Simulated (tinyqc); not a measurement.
Extended Hueckel theory, for CH2-, step by step. The parameters take no account of the charge, which enters only through the electron count, and nothing here shows that the anion is bound. One step of it, computed by the program tinyqc.

Task: Orbitals. Solve H C = S C e through S^(-1/2); fill by pairs from the bottom, a degenerate level sharing its electrons equally; each orbital has its largest coefficient positive (the first on a tie).

H (eV), lower triangle:
```
             1C 2s      1C 2px      1C 2py      1C 2pz       2H 1s       3H 1s
1C 2s   -21.400000
1C 2px    0.000000  -11.400000
1C 2py    0.000000    0.000000  -11.400000
1C 2pz    0.000000    0.000000    0.000000  -11.400000
2H 1s   -16.282863    0.000000  -10.234837   -5.704000  -13.600000
3H 1s   -15.214738    0.000000    9.769924   -5.442060   -2.460901  -13.600000
```

overlap S, lower triangle:
```
           1C 2s    1C 2px     1C 2py    1C 2pz     2H 1s     3H 1s
1C 2s   1.000000
1C 2px  0.000000  1.000000
1C 2py  0.000000  0.000000   1.000000
1C 2pz  0.000000  0.000000   0.000000  1.000000
2H 1s   0.454499  0.000000   0.407827  0.227287  1.000000
3H 1s   0.424685  0.000000  -0.389301  0.216849  0.090474  1.000000
```

valence electrons = 7

Give: orbital energies; occupations; coefficients; sum of one-electron energies.

Result:

orbital energies (eV): -25.212  -16.762  -12.194  -11.400  7.036  17.017

occupations: 2.000  2.000  2.000  1.000  0.000  0.000

coefficients:
```
           MO1     MO2     MO3    MO4     MO5     MO6
1C 2s    0.693  -0.008  -0.287  0.000  -0.179  -1.023
1C 2px   0.000   0.000   0.000  1.000   0.000   0.000
1C 2py   0.000   0.536   0.008  0.000   1.090  -0.252
1C 2pz  -0.001  -0.002   0.918  0.000  -0.111  -0.556
2H 1s    0.292   0.421   0.125  0.000  -0.626   1.033
3H 1s    0.274  -0.446   0.130  0.000   0.950   0.646
```

sum of one-electron energies = -119.738 eV
